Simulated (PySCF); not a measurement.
A made-up structure of LiSi₂H₃, closed shell:

| atom | x (Å) | y (Å) | z (Å) |
| --- | --- | --- | --- |
| Li1 | -1.8931 | -0.5249 | -1.2664 |
| Si2 | -0.1850 | -1.5117 | -0.1666 |
| Si3 | 0.3253 | 0.7730 | 0.1856 |
| H4 | 0.7404 | -2.2126 | 0.6602 |
| H5 | -0.3285 | 2.0963 | -0.4214 |
| H6 | 1.3409 | 1.3799 | 1.0087 |

It is relaxed with PBE-D4/def2-SVP and then PBE0-D4/def2-TZVP (PySCF 2.14 with density fitting (its default auxiliary sets; JK sets also for MP2 and CCSD(T))). Atoms count as bonded within 1.22 times the sum of their covalent radii (H–H: 0.88 Å). The end point is not checked to be a true minimum.

**Question.** Does its bonding change? (A judgement: the text doesn't fix the answer.)

**Answer.** The calculation gives: Yes. Formed: Li1–Si3, Li1–H5; broken: none.

Where it ends: The first stage lowers the energy by 0.62 eV in 12 steps. It ends as LiSi₂H₃ ([H]1[Li]2[SiH][SiH]12):
```xyz
6
angstrom
Li -1.5950 0.0256 -1.2079
Si -0.1179 -1.4912 -0.1815
Si 0.3191 0.6011 0.2409
H 0.8453 -2.2044 0.7191
H -0.6044 1.4965 -0.5929
H 1.1546 1.5606 1.0129
```

Labels in which every atom is bracketed show which atoms are joined, not bond orders.

For scale, one of the runs: PBE0-D4/def2-TZVP relaxation, 106 basis functions, launched by `OMP_NUM_THREADS=2 python run.py`. The run took 43 s on 2 CPU threads of an Arm Neoverse V1 (shared host), with 1 GiB of host memory at its peak.
